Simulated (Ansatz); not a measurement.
Geometry optimisation, RKS revPBE/def2-SVP (Ansatz).

Input file:

```yaml
crystal:
  periodic: [false, false, false]
  atoms:
    - { symbol: Mg, position_ang: [-1.83552, -0.20116, -0.86575] }
    - { symbol: O, position_ang: [-0.25678, 0.06652, -0.10111] }
    - { symbol: Al, position_ang: [1.20497, 0.32225, 0.61857] }
    - { symbol: H, position_ang: [-2.90752, -1.09323, -1.57971] }
    - { symbol: H, position_ang: [2.43667, 0.73746, -0.22456] }
    - { symbol: H, position_ang: [1.35818, 0.16817, 2.15257] }
basis:
  gaussian: { orbitals: def2-SVP }
hamiltonian:
  xc: revpbe
relax:
  f_tol: 0.02
  max_steps: 50
```

Command:

```bash
$ ansatz run input.yaml --threads 1 --pin off --max-ram 2048MiB --backend cpu --events-out ev --progress --plain --runs-dir out
```

Problem. Where does it end, and by what steps?

Solution. The forces met the threshold. After 4 steps the energy has fallen by 0.366 eV; H4 moved furthest, 0.39 Å.

```tsv
step	energy less start (eV)	largest force component (eV/Å)	accepted
0	0.0000	1.333	yes
1	-0.2762	0.815	yes
2	-0.3534	0.269	yes
3	-0.3650	0.122	yes
4	-0.3657	0.009	yes
```

```xyz
6
Properties=species:S:1:pos:R:3
Mg -1.774 -0.496 -0.920
O -0.198 -0.047 -0.101
Al 1.279 0.361 0.664
H -3.239 -0.918 -1.681
H 2.527 0.847 -0.223
H 1.405 0.253 2.262
```

Whether the end is a true minimum wasn't checked by a vibrational analysis.

Time of the run: 8.1 s on 1 thread of Arm Neoverse V2, on a shared host, peak memory 0.13 GiB.
